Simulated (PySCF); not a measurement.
A PySCF script (with the pyscf-properties extension) for the NMR shieldings of SMILES Cc1ccsc1, C5H6S, on a GFN2-xTB geometry:

```python
import basis_set_exchange as bse
import numpy as np
from pyscf import gto, dft
from pyscf.prop import nmr

atoms = """
C    -1.714659    0.215386    0.116123
C    -0.260020   -0.109199    0.032633
C     0.749959    0.870270   -0.171083
C     1.997030    0.343805   -0.211785
S     1.983757   -1.363048   -0.001008
C     0.268450   -1.356023    0.140546
H    -2.301883   -0.685999    0.270890
H    -2.046719    0.698122   -0.802411
H    -1.899987    0.901419    0.941973
H     0.540477    1.919394   -0.282010
H     2.931726    0.848634   -0.353541
H    -0.246932   -2.283446    0.293647
"""
names = dict.fromkeys(["C", "S", "H"], "pcSseg-1")
basis = {el: gto.basis.parse(bse.get_basis(n, elements=[el], fmt="nwchem")) for el, n in names.items()}
mol = gto.M(atom=atoms, basis=basis, charge=0, verbose=0)
mf = dft.RKS(mol, xc="PBE0")
mf.grids.level = 2
mf.grids.alignment = dft.numint.BLKSIZE   # the property module wants whole blocks of grid points
mf.conv_tol = 1e-9
mf.kernel()

calc = nmr.RKS(mf)   # GIAO
C = mf.mo_coeff
Co = C[:, mf.mo_occ > 0]
resp = mf.gen_response(singlet=True, hermi=2)
def vind(x):   # induced exchange potential for any number of trial vectors
    d = np.einsum("pi,xij,qj->xpq", C, 2 * x.reshape(-1, C.shape[1], Co.shape[1]), Co, optimize=True)
    return np.einsum("xpq,pi,qj->xij", resp(d - d.transpose(0, 2, 1)), C, Co, optimize=True).ravel()
mo1, _ = nmr.rhf.solve_mo1(calc, with_cphf=vind)
sigma = calc.kernel(mo1)
for i, s in enumerate(sigma):   # ppm
    print("%2d %-2s %9.2f" % (i, mol.atom_pure_symbol(i), np.trace(s) / 3))
```

Q: Give the expected output.

A: 
```
 0 C     168.82
 1 C      45.04
 2 C      54.19
 3 C      52.03
 4 S     286.74
 5 C      58.30
 6 H      29.34
 7 H      29.16
 8 H      29.16
 9 H      24.65
10 H      24.56
11 H      24.94
```

These numbers come from an equivalent density-fitted implementation of the same equations, which agrees with the script to about 0.01 ppm for H and up to a few tenths of a ppm for heavy atoms, so last digits may differ.

Q: Turn these shieldings into chemical shifts. Referencing at the same level of theory: ¹³C (σref 186.93), ¹H (σref 31.72) against TMS; ³³S (σref 503.73) against CS2.

A: Averaging equivalent atoms: C 1: 141.9; C 3: 134.9; C 2: 132.7; C 5: 128.6; C 0: 18.1; S 4: 217; H 10: 7.15; H 9: 7.06; H 11: 6.78; H 6/7/8: 2.50 ppm. 

Size and cost of the density-fitted run: 139 basis functions, roughly 14 core-seconds.
